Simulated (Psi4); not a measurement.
**B2NH5 (SMILES BNB), step by step**

Aim: a structure relaxation (BP86/6-31G*), then vibrational wavenumbers, then a single-point energy (MP2/cc-pVTZ), then the vertical excitations (TD-BP86/6-31G*) of B2NH5. 

Program for the calculation: Psi4 1.11.

### Step 1. The system as given

B2NH5: 8 atoms, total charge 0, spin state singlet. As SMILES, `BNB`. All atoms were displaced at random from a relaxed shape. The run starts from this shape.

Bond lengths: B1–N2 1.331 Å, N2–B3 1.347 Å, B1–H4 1.192 Å, B1–H5 1.179 Å, N2–H6 0.926 Å, B3–H7 1.336 Å, B3–H8 1.238 Å. Angles: B1–N2–B3 127.3°, B1–N2–H6 121.3°, B3–N2–H6 106.9°, N2–B1–H4 118.1°, N2–B1–H5 123.6°, N2–B3–H7 125.6°, N2–B3–H8 119.6°, H4–B1–H5 115.3°, H7–B3–H8 114.8°.

### Step 2. A structure relaxation at BP86/6-31G(d) (density fitting, Cartesian functions) (run 1)

calc.in

```
memory 1600 mb

molecule {
  0 1
  B
  N 1 R2
  B 2 R3 1 A3
  H 1 R4 2 A4 3 D4
  H 1 R5 4 A5 2 D5
  H 2 R6 1 A6 5 D6
  H 3 R7 2 A7 6 D7
  H 3 R8 7 A8 2 D8

  R2 = 1.330593
  R3 = 1.346517
  A3 = 127.2854
  R4 = 1.191775
  A4 = 118.06914
  D4 = 20.46848
  R5 = 1.179201
  A5 = 115.27283
  D5 = -160.8768
  R6 = 0.926316
  A6 = 121.28839
  D6 = -27.57384
  R7 = 1.336025
  A7 = 125.58079
  D7 = 15.93194
  R8 = 1.23795
  A8 = 114.7798
  D8 = -176.6161
}

set basis 6-31G*
set geom_maxiter 60

e = opt("bp86")
```

Run with:

```sh
$ psi4 -i calc.in -o calc.out -n 1
```

calc.out:

```text
[...]
  Running in c1 symmetry.
[...]
  Nuclear repulsion =   60.435316136418145
[...]
  Multiplicity = 1
[...]
  Nalpha       = 11
  Nbeta        = 11
[...]
    Number of basis functions: 55
[...]
   @DF-RKS iter   1:  -107.12652260704471   -1.25651e-01   1.49993e-02 ADIIS/DIIS
[...]
   @DF-RKS iter   6:  -107.48636392262277   -2.95586e-12   7.57228e-09 DIIS
[...]
    Orbital Energies [Eh]
    ---------------------
    Doubly Occupied:
       1A    -14.040159     2A     -6.535098     3A     -6.535080
       4A     -0.801263     5A     -0.485426     6A     -0.482949
       7A     -0.381494     8A     -0.341899     9A     -0.300273
      10A     -0.292043    11A     -0.282839
[...]
  @DF-RKS Final Energy:  -107.48636392262277
   => Energetics <=
    Nuclear Repulsion Energy =             57.6521309779534263
    One-Electron Energy =                -257.2056946834051132
    Two-Electron Energy =                 108.9242753413510485
    DFT Exchange-Correlation Energy =     -16.8570755585221264
    Empirical Dispersion Energy =           0.0000000000000000
    VV10 Nonlocal Energy =                  0.0000000000000000
    Total Energy =                       -107.4863639226227718
[...]
 Multipole Moments:
 ------------------------------------------------------------------------------------
     Multipole            Electronic (a.u.)      Nuclear  (a.u.)        Total (a.u.)
 ------------------------------------------------------------------------------------
 L = 1.  Multiply by 2.5417464519 to convert [e a0] to [Debye]
 Dipole X            :          0.0007137           -0.0005237            0.0001900
 Dipole Y            :          0.5622727           -0.0753995            0.4868732
 Dipole Z            :          0.2853939           -0.0382462            0.2471477
 Magnitude           :                                                    0.5460106
[...]
  -Total Gradient:
     Atom            X                  Y                   Z
    ------   -----------------  -----------------  -----------------
       1       -0.000002605436    -0.000006247220     0.000009087903
       2       -0.000012645255    -0.000040996423    -0.000033361060
       3        0.000052184522    -0.000020849748    -0.000011025521
       4       -0.000001237533    -0.000005187204    -0.000004445011
       5        0.000002834419     0.000001229408     0.000002100167
       6       -0.000002381456     0.000040381197     0.000010586607
       7       -0.000018433384    -0.000001757542    -0.000000977699
       8       -0.000017641493    -0.000006073658     0.000008003971
[...]
```

The script printed:

```text
Optimizer: Optimization complete!
```

Run time: 51 s. Hardware: 1 thread of Intel Xeon Platinum 8259CL at 2.50GHz (Skylake/Cascade Lake), shared host; peak memory 0.52 GiB.

Step by step:

```tsv
step	energy from the first frame kept (eV)	largest force (eV/Å)
0	0.0000	6.1257
1	-0.9720	1.5645
2	-1.0895	0.4665
3	-1.1118	0.1896
4	-1.1146	0.0817
5	-1.1154	0.0432
6	-1.1163	0.0289
7	-1.1165	0.0161
8	-1.1165	0.0080
9	-1.1165	0.0029
```

After the run. Bond lengths: B1–N2 1.431 Å, N2–B3 1.431 Å, B1–H4 1.203 Å, B1–H5 1.206 Å, N2–H6 1.026 Å, B3–H7 1.206 Å, B3–H8 1.203 Å. Angles: B1–N2–B3 126.2°, B1–N2–H6 116.9°, B3–N2–H6 116.9°, N2–B1–H4 118.4°, N2–B1–H5 119.3°, N2–B3–H7 119.3°, N2–B3–H8 118.4°, H4–B1–H5 122.4°, H7–B3–H8 122.4°.

### Step 3. The harmonic vibrations at BP86/6-31G(d) (density fitting, Cartesian functions) (run 2)

b2h5n.in

```
memory 1600 mb

molecule {
  0 1
  B     -0.777289     0.706412    -0.760943
  N      0.183738     0.416239     0.259444
  B      0.701311    -0.876894     0.589572
  H     -1.206904    -0.205552    -1.417891
  H     -1.127838     1.847840    -0.933554
  H      0.534724     1.210049     0.805666
  H      1.511437    -0.978791     1.477742
  H      0.307228    -1.827093    -0.034623
}

set globals {
  basis                      6-31G*
  reference                  rks
  t                          600.0
  rotational_symmetry_number 2
}

frequency('bp86')
print_variables()
```

Run with:

```sh
$ psi4 -i b2h5n.in -o b2h5n.out -n 1
```

b2h5n.out:

```text
[...]
  Running in c1 symmetry.
[...]
  Nuclear repulsion =   57.652126072678492
[...]
  Multiplicity = 1
[...]
  Nalpha       = 11
  Nbeta        = 11
[...]
    Number of basis functions: 55
[...]
   @DF-RKS iter   1:  -107.21667769436061   -3.86184e-01   1.35096e-02 ADIIS/DIIS
[...]
   @DF-RKS iter  11:  -107.48636256994470   -3.69482e-13   2.63808e-09 DIIS
[...]
  @DF-RKS Final Energy:  -107.48636256994470
   => Energetics <=
    Nuclear Repulsion Energy =             57.6465374320986470
    One-Electron Energy =                -257.1945820589918412
    Two-Electron Energy =                 108.9181103977850142
    DFT Exchange-Correlation Energy =     -16.8564283408365299
    Empirical Dispersion Energy =           0.0000000000000000
    VV10 Nonlocal Energy =                  0.0000000000000000
    Total Energy =                       -107.4863625699447027
[...]
  -Total Gradient:
     Atom            X                  Y                   Z
    ------   -----------------  -----------------  -----------------
       1        0.000000357656    -0.000009229870     0.000021881001
       2       -0.000073055719    -0.000045427902    -0.000039299923
       3       -0.000162298893     0.000299961849    -0.000211701438
       4       -0.000005403635    -0.000006169338    -0.000003866590
       5        0.000005706522     0.000002571062    -0.000004977295
       6        0.000024740580     0.000035090048     0.000002965038
       7        0.000388914754    -0.000007354811     0.000486059837
       8       -0.000194240131    -0.000303700853    -0.000274672180
[...]
  ==> Harmonic Vibrational Analysis <==
[...]
  Freq [cm^-1]                 241.4062            359.0981            461.6693
[...]
  IR activ [km/mol]             1.0330              2.1432              0.0000
[...]
  Freq [cm^-1]                 845.0355            904.9765            918.7410
[...]
  IR activ [km/mol]             0.1903             69.1293              5.9577
[...]
  Freq [cm^-1]                1000.9096           1001.8252           1086.3808
[...]
  IR activ [km/mol]             0.0011             88.1567             20.7565
[...]
  Freq [cm^-1]                1156.6276           1250.7515           1276.0532
[...]
  IR activ [km/mol]             2.0303             56.9992             23.8683
[...]
  Freq [cm^-1]                1434.6145           2547.6407           2561.6639
[...]
  IR activ [km/mol]            318.7066            232.4791             3.3555
[...]
  Freq [cm^-1]                2642.2334           2649.5149           3435.0956
[...]
  IR activ [km/mol]            45.0880             214.2842             6.0171
[...]
```

Standard output:

```text
Warning: used thermodynamics relations inappropriate for low-frequency modes: ['241.4062' '359.0981' '461.6693']
```

It took 4 min on 1 thread of Intel Xeon Platinum 8259CL at 2.50GHz (Skylake/Cascade Lake), shared host; peak memory 0.51 GiB.

### Step 4. The energy at MP2/cc-pVTZ (density fitting, density fitting for correlation) (run 3)

b2h5n.inp

```
memory 1600 MB

molecule {
  0 1
  B
  N 1 R2
  B 2 R3 1 A3
  H 1 R4 2 A4 3 D4
  H 1 R5 4 A5 2 D5
  H 2 R6 1 A6 4 D6
  H 3 R7 2 A7 6 D7
  H 3 R8 7 A8 2 D8

  R2 = 1.43142
  R3 = 1.431454
  A3 = 126.17695
  R4 = 1.203257
  A4 = 118.3768
  D4 = 0.00888
  R5 = 1.206456
  A5 = 122.35775
  D5 = 179.99886
  R6 = 1.025516
  A6 = 116.90759
  D6 = -179.99538
  R7 = 1.206455
  A7 = 119.26652
  D7 = 0.02084
  R8 = 1.203245
  A8 = 122.35266
  D8 = -179.96101
}

set basis cc-pVTZ
set freeze_core true

e_tot, wfn = energy('mp2', return_wfn=True)
print_variables()
```

Run with:

```sh
$ psi4 b2h5n.inp b2h5n.out -n 1
```

b2h5n.out:

```text
[...]
  Running in c1 symmetry.
[...]
  Nuclear repulsion =   57.652121926414956
[...]
  Multiplicity = 1
[...]
  Nalpha       = 11
  Nbeta        = 11
[...]
    Number of basis functions: 160
[...]
   @DF-RHF iter   1:  -106.74277575411196   -1.04718e+00   2.51881e-03 DIIS/ADIIS
[...]
   @DF-RHF iter  10:  -106.82071019259223   -9.16600e-12   2.26593e-09 DIIS
[...]
    Orbital Energies [Eh]
    ---------------------
    Doubly Occupied:
       1A    -15.563307     2A     -7.609422     3A     -7.609413
       4A     -1.165607     5A     -0.735800     6A     -0.712388
       7A     -0.596614     8A     -0.543730     9A     -0.477283
      10A     -0.469467    11A     -0.461966
[...]
  @DF-RHF Final Energy:  -106.82071019259223
   => Energetics <=
    Nuclear Repulsion Energy =             57.6521219264149565
    One-Electron Energy =                -257.0556691790660579
    Two-Electron Energy =                  92.5828370600588642
    Total Energy =                       -106.8207101925922302
[...]
 Multipole Moments:
 ------------------------------------------------------------------------------------
     Multipole            Electronic (a.u.)      Nuclear  (a.u.)        Total (a.u.)
 ------------------------------------------------------------------------------------
 L = 1.  Multiply by 2.5417464519 to convert [e a0] to [Debye]
 Dipole X            :          0.0007386           -0.0005239            0.0002147
 Dipole Y            :          0.4748485           -0.0754008            0.3994478
 Dipole Z            :          0.2410218           -0.0382462            0.2027756
 Magnitude           :                                                    0.4479694
[...]
```

Run time: 4.2 s. Hardware: 1 thread of Intel Xeon Platinum 8259CL at 2.50GHz (Skylake/Cascade Lake), shared host; peak memory 0.28 GiB.

### Step 5. The excited states at TD-BP86/6-31G(d) (density fitting, Cartesian functions, save jk yes) (run 4)

run.py

```python
import psi4

psi4.set_memory('1600 MB')
psi4.set_num_threads(1)
psi4.core.set_output_file('run.log', False)

m = psi4.geometry("""
0 1
B     -0.777289     0.706412    -0.760943
N      0.183738     0.416239     0.259444
B      0.701311    -0.876894     0.589572
H     -1.206904    -0.205552    -1.417891
H     -1.127838     1.847840    -0.933554
H      0.534724     1.210049     0.805666
H      1.511437    -0.978791     1.477742
H      0.307228    -1.827093    -0.034623
units angstrom
symmetry c1
""")

psi4.set_options({
    'basis': '6-31G*',
    'reference': 'rks',
    'save_jk': True,
})

from psi4.driver.procrouting.response.scf_response import tdscf_excitations
result, w = psi4.energy("bp86", return_wfn=True)
states = tdscf_excitations(w, states=6, tda=False)
for k, s in enumerate(states, 1):
    print(f"root {k}: {s['EXCITATION ENERGY'] * 27.211386:.4f} eV  f = {s['OSCILLATOR STRENGTH (LEN)']:.4f}  {s['SYMMETRY']}")
print('E =', round(result, 9))
for k, v in sorted(psi4.core.scalar_variables().items()):
    print(f'{k:45s} {v:18.10f}')
```

Run with:

```sh
$ python run.py
```

run.log:

```text
[...]
  Running in c1 symmetry.
[...]
  Nuclear repulsion =   57.652126072678492
[...]
  Multiplicity = 1
[...]
  Nalpha       = 11
  Nbeta        = 11
[...]
    Number of basis functions: 55
[...]
   @DF-RKS iter   1:  -107.21667769416808   -3.86184e-01   1.35096e-02 DIIS/ADIIS
[...]
   @DF-RKS iter   8:  -107.48636392243026   -2.56503e-09   2.74514e-07 DIIS
[...]
    Orbital Energies [Eh]
    ---------------------
    Doubly Occupied:
       1A    -14.040158     2A     -6.535098     3A     -6.535079
       4A     -0.801263     5A     -0.485426     6A     -0.482949
       7A     -0.381494     8A     -0.341899     9A     -0.300273
      10A     -0.292043    11A     -0.282839
[...]
  @DF-RKS Final Energy:  -107.48636392243026
   => Energetics <=
    Nuclear Repulsion Energy =             57.6521260726784917
    One-Electron Energy =                -257.2057392246310314
    Two-Electron Energy =                 108.9243288819477584
    DFT Exchange-Correlation Energy =     -16.8570796524254902
    Empirical Dispersion Energy =           0.0000000000000000
    VV10 Nonlocal Energy =                  0.0000000000000000
    Total Energy =                       -107.4863639224302574
[...]
 Multipole Moments:
 ------------------------------------------------------------------------------------
     Multipole            Electronic (a.u.)      Nuclear  (a.u.)        Total (a.u.)
 ------------------------------------------------------------------------------------
 L = 1.  Multiply by 2.5417464519 to convert [e a0] to [Debye]
 Dipole X            :          0.2163335           -0.0293098            0.1870237
 Dipole Y            :          0.4881533           -0.0655203            0.4226330
 Dipole Z            :          0.3354352           -0.0446805            0.2907547
 Magnitude           :                                                    0.5460173
[...]
**********                               WARNING                                **********
**********       The names of excited state variables changed between 1.5       **********
[...]
                                    Excitation Energy         Total Energy        Oscillator Strength             Rotatory Strength
[...]
Excited State    1 (1 A):   0.20833 au   218.71 nm f = 0.0003
[...]
Excited State    3 (1 A):   0.25643 au   177.68 nm f = 0.2830
[...]
Excited State    4 (1 A):   0.27001 au   168.75 nm f = 0.0228
[...]
Excited State    5 (1 A):   0.27812 au   163.83 nm f = 0.0000
[...]
Excited State    6 (1 A):   0.28857 au   157.89 nm f = 0.0010
[...]
```

The script printed:

```text
root 1: 5.6690 eV  f = 0.0003  A
root 2: 5.8932 eV  f = 0.0000  A
root 3: 6.9779 eV  f = 0.2830  A
root 4: 7.3474 eV  f = 0.0228  A
root 5: 7.5680 eV  f = 0.0000  A
root 6: 7.8525 eV  f = 0.0010  A
E = -107.486363922
CURRENT ENERGY                                   -107.4863639224
CURRENT REFERENCE ENERGY                         -107.4863639224
DD SOLVATION ENERGY                                 0.0000000000
DFT FUNCTIONAL TOTAL ENERGY                      -107.4863639224
DFT TOTAL ENERGY                                 -107.4863639224
DFT VV10 ENERGY                                     0.0000000000
DFT XC ENERGY                                     -16.8570796524
GRID ELECTRONS ALPHA                               11.0000071932
GRID ELECTRONS BETA                                11.0000071932
GRID ELECTRONS TOTAL                               22.0000143865
NUCLEAR REPULSION ENERGY                           57.6521260727
ONE-ELECTRON ENERGY                              -257.2057392246
PCM POLARIZATION ENERGY                             0.0000000000
PE ENERGY                                           0.0000000000
SCF ITERATION ENERGY                             -107.4863639224
SCF ITERATIONS                                      8.0000000000
SCF TOTAL ENERGY                                 -107.4863639224
TWO-ELECTRON ENERGY                               108.9243288819
XC GRID RADIAL POINTS                              75.0000000000
XC GRID SPHERICAL POINTS                          302.0000000000
XC GRID TOTAL POINTS                           172170.0000000000
```

Run time: 22 s. Hardware: 1 thread of Intel Xeon Platinum 8259CL at 2.50GHz (Skylake/Cascade Lake), shared host; peak memory 0.49 GiB.

The roots found:

```tsv
excited state	energy (eV)	strength	label
1	5.669	0.0003	A 1
2	5.893	0.0000	A 1
3	6.978	0.2830	A 1
4	7.347	0.0228	A 1
5	7.568	0.0000	A 1
6	7.852	0.0010	A 1
```

### Step 6. Summary of results

```
                                                                  quantity             value
                               run 1, BP86/6-31G*: total energy at the end     -107.48636 Eh
                                         run 1, BP86/6-31G*: dipole moment            1.39 D
                                           run 1, BP86/6-31G*: HOMO energy          -7.70 eV
                                           run 1, BP86/6-31G*: LUMO energy          -2.14 eV
                                         run 1, BP86/6-31G*: HOMO–LUMO gap           5.56 eV
                            run 2, BP86/6-31G*: lowest harmonic wavenumber          241 cm⁻¹
                           run 2, BP86/6-31G*: highest harmonic wavenumber         3435 cm⁻¹
                                     run 2, BP86/6-31G*: zero-point energy      154.2 kJ/mol
run 2, BP86/6-31G*: ideal-gas entropy at 600 K (symmetry number 2 as used)  76.5 cal/(mol K)
                                          run 3, MP2/cc-pVTZ: total energy     -107.23856 Eh
                   run 3, MP2/cc-pVTZ: HOMO energy (Hartree–Fock orbitals)         -12.57 eV
                   run 3, MP2/cc-pVTZ: LUMO energy (Hartree–Fock orbitals)           2.33 eV
                 run 3, MP2/cc-pVTZ: HOMO–LUMO gap (Hartree–Fock orbitals)          14.90 eV
           run 3, MP2/cc-pVTZ: correlation energy (3 core orbitals frozen)        -417.8 mEh
                  run 4, TD-BP86/6-31G*: ground-state or mean-field energy     -107.48636 Eh
             run 4, TD-BP86/6-31G*: dipole moment (BP86 Kohn–Sham density)            1.39 D
              run 4, TD-BP86/6-31G*: HOMO energy (BP86 Kohn–Sham orbitals)          -7.70 eV
              run 4, TD-BP86/6-31G*: LUMO energy (BP86 Kohn–Sham orbitals)          -2.14 eV
            run 4, TD-BP86/6-31G*: HOMO–LUMO gap (BP86 Kohn–Sham orbitals)           5.56 eV
                           run 4, TD-BP86/6-31G*: lowest excitation energy           5.67 eV
```

In words: The optimisation (run 1, BP86/6-31G*) took 10 steps and changed the energy by -1.117 eV. All 18 modes (run 2, BP86/6-31G*) are real, so the shape is a minimum at this level. The brightest of the 6 transitions from the ground state lies at 6.98 eV (178 nm, f = 0.283); the lowest, at 5.67 eV, has f = 0.000. Roots above 7.7 eV lie over the negative of the HOMO energy, where those of Rydberg kind are poorly described; valence roots are less touched.
